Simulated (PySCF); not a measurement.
Compound: C3H5ClS.
Bonds: C1–C2, C2–S3 (double), C2–C4, C4–Cl5. Hydrogens: H6, H7, H8 on C1; H9, H10 on C4.

Level of theory: EOM-IP-CCSD/aug-cc-pVDZ in PySCF, restricted Hartree–Fock reference, 13 core orbitals frozen, non-relativistic, gas phase, PBE0-D3(BJ)/def2-SVP geometry.

Hartree–Fock orbital energies give these Koopmans values (eV): HOMO 9.53, HOMO-1 10.80, HOMO-2 12.38, HOMO-3 12.50, HOMO-4 13.98, HOMO-5 15.04, HOMO-6 15.72, HOMO-7 16.41.

**Question.** What vertical ionisation energies does EOM-IP-CCSD give?

**Answer.** 
```tsv
leading hole (HF orbital)	Koopmans (eV)	EOM-IP-CCSD (eV)	change (eV)	one-hole share
HOMO	9.53	8.84	-0.69	0.95
HOMO-1	10.80	10.70	-0.10	0.95
HOMO-2	12.38	11.43	-0.95	0.95
HOMO-3	12.50	11.47	-1.03	0.95
HOMO-4	13.98	12.94	-1.04	0.95
HOMO-5	15.04	13.69	-1.35	0.95
HOMO-6	15.72	14.57	-1.15	0.95
HOMO-7	16.41	15.20	-1.21	0.94
```

**Question.** Does the order of the lines follow the orbital energies?

**Answer.** Yes, no two lines change places. The corrections run from -1.35 to -0.10 eV, with a mean of -0.94 eV over the 8 lines; no line lies above its Koopmans value.

**Question.** At what kinetic energies would He II light (40.81 eV) eject these electrons?

**Answer.** 31.97 eV (HOMO), 30.11 eV (HOMO-1), 29.38 eV (HOMO-2), 29.34 eV (HOMO-3), 27.87 eV (HOMO-4), 27.12 eV (HOMO-5), 26.24 eV (HOMO-6), 25.61 eV (HOMO-7).

Lines less than 0.15 eV apart could change places at a higher level. One root was sought for each valence orbital with −ε under 21 eV, eight at most, so deeper holes and satellites are missing; no vibrational structure.

Conformer computed: `[CH3:1][C:2](=[S:3])[CH2:4][Cl:5]`: C1–C2–C4–Cl5 38°.

One conformer stands for the species.
